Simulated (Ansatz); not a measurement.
`C=C(C)CN` + `OC=S` → `C=C(C)C(O)=S` + CH₃NH₂  (formal exchange of groups at a C–C bond)

Program: Ansatz. Geometries: PBE0-D4/def2-TZVP. ΔE: electronic, gas phase. CCSD(T)/CBS adds triple-zeta CCSD(T) − MP2 to the extrapolated MP2 energy (def2 sets, frozen cores). This one scheme is used for every species. DFT in def2-TZVPP. B3LYP here is the variant with VWN-RPA as its local correlation; programs differ in this. Each species was taken in one conformer, which may not be the lowest.

`C=C(C)CN`:

Cartesian coordinates in Å:
```
C 1.307 -1.154 -0.418
C 0.297 -0.291 -0.374
C 0.136 0.822 -1.357
C -0.757 -0.393 0.693
N -0.805 0.826 1.490
H 1.398 -1.953 0.311
H 2.071 -1.097 -1.186
H -0.794 0.700 -1.923
H 0.967 0.859 -2.062
H 0.061 1.780 -0.838
H -0.583 -1.307 1.279
H -1.735 -0.505 0.209
H 0.032 0.905 2.055
H -1.595 0.810 2.121
```

`OC=S`:

```xyz
5

O     0.916    0.241    0.341
C    -0.349   -0.029    0.024
S    -1.592    0.232    1.005
H     1.498    0.007   -0.392
H    -0.474   -0.451   -0.978
```

`C=C(C)C(O)=S`:

Cartesian coordinates in Å:
```
C -0.052 0.447 -1.467
C -0.162 0.088 -0.185
C -1.457 0.134 0.556
C 1.030 -0.373 0.543
O 2.142 -0.383 -0.194
S 1.038 -0.839 2.110
H -0.919 0.789 -2.020
H 0.894 0.408 -1.990
H -2.254 0.491 -0.096
H -1.724 -0.854 0.936
H -1.387 0.791 1.425
H 2.851 -0.700 0.383
```

CH₃NH₂:

```xyz
7

C     0.018   -0.324    0.467
N     0.292    0.445   -0.736
H    -1.032   -0.331    0.792
H     0.620    0.067    1.291
H     0.326   -1.361    0.311
H     0.024    1.412   -0.610
H    -0.248    0.092   -1.515
```

```csv
level,ΔE (kJ/mol)
B3LYP-D4,-48.0
HF/CBS(def2),-41.5
```

(1) What does CCSD(T)/CBS give? (Best estimate.)

Largest T1 diagnostic among the species: 0.018.

Results:

(1) The calculation gave: -46.0 kJ/mol. The listed levels differ from it by -2.0, 4.5 kJ/mol.

The D4 term adds −3.3 kJ/mol with B3LYP and −1.7 kJ/mol with PBE0; it sums over pairs of atoms, weighted by their polarisabilities, and B3LYP, whose exchange is more repulsive, gets the larger term.
